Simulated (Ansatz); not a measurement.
Input file:

```yaml
crystal:
  periodic: [false, false, false]
  atoms:
    - {symbol: Al, position_ang: [0.000000, 0.000000, 0.000000]}
    - {symbol: H, position_ang: [0.000000, 0.000000, 1.357000]}
basis:
  gaussian: {orbitals: aug-cc-pVDZ}
total_charge: -1
magnetization: {spin_polarized: true, initial_magnetization: 1}
hamiltonian: {xc: {name: PBE}}
correlation: {method: ccsdt_q_b, electrons: valence, diis_vectors: 12}
```

```sh
$ ansatz run in.yaml --threads 1 --pin off --events-out ev --progress --plain --max-ram 2393MiB
```

Output:

```
585 factors; integrals over basis functions are off by at most 2.1e-7 eV
mean field evaluation 1: about -6606.8504 eV, gradient 6.3e0 eV
mean field evaluation 2: about -6606.8478 eV, gradient 6.3e0 eV
mean field evaluation 4: about -6607.2504 eV, gradient 1.3e0 eV
mean field evaluation 8: about -6607.2831 eV, gradient 1.1e-2 eV
mean field evaluation 16: about -6607.2345 eV, gradient 1.4e0 eV
mean field evaluation 32: about -6607.2831 eV, gradient 1.3e-4 eV
mean field evaluation 64: about -6607.2831 eV, gradient 3.6e-3 eV
mean field evaluation 96: about -6603.6088 eV, gradient 6.3e0 eV
mean field evaluation 128: about -6605.8266 eV, gradient 4.1e-2 eV
mean field evaluation 160: about -6605.8265 eV, gradient 6.5e-4 eV
mean field -6607.28311754 eV, -242.8131759921 hartree, gradient 4.2e-6 eV, S^2 0.754667; 14 other end points of the search recorded, 0 dependent functions left out
5 core orbitals not correlated: weight in the atoms' cores, before any rotation towards them, 1.000 or more for the frozen orbitals, at most 0.000 for the correlated occupied ones
reference -6596.38346432 eV, -242.4126211245 hartree; 3, 2 occupied and 28, 29 virtual orbitals, 585 factors
second order -1.77135223 eV of doubles, -0.08623554 eV of singles
cycle   1  -2.24813750 eV  change   -3.9e-1 eV  update   7.2e-2
cycle   2  -2.49672824 eV  change   -2.5e-1 eV  update   3.5e-2
cycle   3  -2.50345739 eV  change   -6.7e-3 eV  update   1.1e-2
cycle   4  -2.51006278 eV  change   -6.6e-3 eV  update   6.5e-3
cycle   5  -2.51147871 eV  change   -1.4e-3 eV  update   2.4e-3
cycle   6  -2.51032282 eV  change    1.2e-3 eV  update   1.3e-3
cycle   7  -2.51039060 eV  change   -6.8e-5 eV  update   5.9e-4
cycle   8  -2.51069804 eV  change   -3.1e-4 eV  update   2.9e-4
cycle   9  -2.51062072 eV  change    7.7e-5 eV  update   1.4e-4
cycle  10  -2.51052002 eV  change    1.0e-4 eV  update   6.7e-5
cycle  11  -2.51052223 eV  change   -2.2e-6 eV  update   3.1e-5
cycle  12  -2.51054151 eV  change   -1.9e-5 eV  update   1.5e-5
cycle  13  -2.51053954 eV  change    2.0e-6 eV  update   7.4e-6
cycle  14  -2.51053625 eV  change    3.3e-6 eV  update   3.1e-6
cycle  15  -2.51053616 eV  change    8.8e-8 eV  update   1.5e-6
cycle  16  -2.51053701 eV  change   -8.5e-7 eV  update   7.0e-7
cycle  17  -2.51053734 eV  change   -3.3e-7 eV  update   3.1e-7
perturbative correction -0.00228261 eV, -0.0000838844 hartree
Total energy: -6598.89628428 eV, -242.5049655546 hartree
```

Ran on 1 thread of Arm Neoverse V2, shared host: 7 s wall, 0.12 GiB peak host memory.
